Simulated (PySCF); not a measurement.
Metal–ligand bonds in Ta(F)4–Y. Gas-phase values, no solvent. One relaxed conformer stands for each flexible species; it need not be the lowest. Multiplicities are imposed; where one is given, others were not computed. Strings in code marks are SMILES.

The numbers are results of B3LYP-D3(BJ)/def2-TZVP // PBE-D3(BJ)/def2-SVP (PySCF 2.14.0), not measurements. All candidates: neutral, multiplicity 2. B3LYP has the VWN-RPA correlation part, as in Gaussian. 

The dipole moment is 0.00 D and the highest occupied spin orbital is -6.45 eV.

Problem. Identify which member has these values.
A) `C[O]`
B) `[CH3]`
C) `[SH]`
D) `[NH2]`

Solution. B, `[CH3]`. The others give `C[O]`: 2.07 D, -7.51 eV; `[SH]`: 0.86 D, -7.17 eV; `[NH2]`: 1.96 D, -8.57 eV
